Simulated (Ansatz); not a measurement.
# H2B–NH, quartet: the ladder up to UCCSDT(Q)

Geometry: that of the H2B–NH, doublet, kept fixed. The doublet lies 6.0 eV lower here.

```xyz
5

B     0.0000    0.0246    0.7072
N     0.0000   -0.0432   -0.6198
H     0.0000    1.1152    1.2324
H     0.0000   -0.9691    1.3860
H     0.0000    0.1907   -1.5912
```

Basis cc-pVDZ; Ansatz 0.2.0. Only valence electrons are correlated (noble-gas cores frozen), which leaves 11 electrons in 41 orbitals. Prefix R: restricted or restricted open-shell reference; prefix U: unrestricted. Active spaces: valence = (11e, 11o) chosen from the atoms' valence shells.

Full CI isn't at hand for all of this; UCCSDT(Q) serves as the reference, and is uncertain by about the last step of the cluster series. The frozen core follows each run's orbitals, which can shift R against U totals by a few meV.

For open shells CISD is restricted-active-space CI with the open shells as a complete middle space.

```
UHF ⟨S²⟩                          : 3.779
T1 diagnostic (RCCSD)             : 0.0433
largest doubles amplitude (RCCSD) : 0.042
T1 diagnostic (UCCSD)             : 0.0338
```

| level | E − E(UCCSDT(Q)) (kJ/mol) | share of correlation (%) | wall time |
| --- | --- | --- | --- |
| RHF | 672.1 | 0.00 | – |
| UHF | 638.9 | 4.94 | – |
| RMP2 | 119.9 | 82.16 | – |
| UMP2 | 119.6 | 82.20 | – |
| CISD | 62.4 | 90.71 | 4.7 s |
| RCCSD | 18.6 | 97.24 | – |
| UCCSD | 18.0 | 97.32 | – |
| RCCSD(T) | 3.5 | 99.48 | 4.5 s |
| UCCSD(T) | 3.4 | 99.49 | 3.2 s |
| BCCD(T) | 3.4 | 99.49 | 2.8 s |
| RCCSDT | 1.0 | 99.85 | – |
| UCCSDT | 0.8 | 99.88 | – |
| RCCSDT(Q) | 0.2 | 99.97 | 24 s |
| CASSCF (valence space) | 444.6 | 33.85 | – |
| NEVPT2 (valence space) | 93.8 | 86.04 | 8.5 s |
| MRCISD (valence space) | 28.6 | 95.74 | – |
| MRCISD+Q (valence space) | 3.5 | 99.48 | 14 s |

The correlation energy at UCCSDT(Q), counted from RHF, is -6.966 eV. That run took 19 s on 1 thread of INTEL XEON PLATINUM 8581C, shared host.

Times hold each run's SCF and search for its determinant on a shared host, so for small cases they say little of a method's own cost; they ran on 1 thread of INTEL XEON PLATINUM 8581C. Some runs computed forces too.

Natural occupations of CASSCF (valence space) about the gap: 1.977 1.974 1.971 1.006 1.004 0.996 0.028 0.024 0.021 0.015; effectively unpaired electrons, Σ n²(2−n)², 3.02.
